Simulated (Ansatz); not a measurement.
A calculation on hcp Tc returned lattice constant a 2.736 Å, lattice parameter c 4.382 Å.

For reference: lattice constant a 2.741 Å (measured, 293 K, not corrected to a static lattice; as tabulated in Wikipedia's data pages); lattice parameter c 4.399 Å (measured, 293 K, not corrected to a static lattice; as tabulated in Wikipedia's data pages).

Question: Which level of theory produced these numbers?
A. Hartree–Fock (Ansatz, an electronic-structure program)
B. PBE (Ansatz)
C. B3LYP (VWN-RPA form) (Ansatz)
D. r²SCAN (Ansatz)

Answer: D, r²SCAN (Ansatz)

The others give: Hartree–Fock 2.737 Å, 4.275 Å; PBE 2.752 Å, 4.403 Å; B3LYP (VWN-RPA form) 2.758 Å, 4.398 Å.

Unless a cell is named, each level is at its own relaxed cell (B3LYP (VWN-RPA form) 14.48, Hartree–Fock 13.87, PBE 14.44, r²SCAN 14.20 Å³/atom).

Ansatz's density-functional and Hartree–Fock values are scalar-relativistic unless marked +SOC, with PAW data made under PBE.
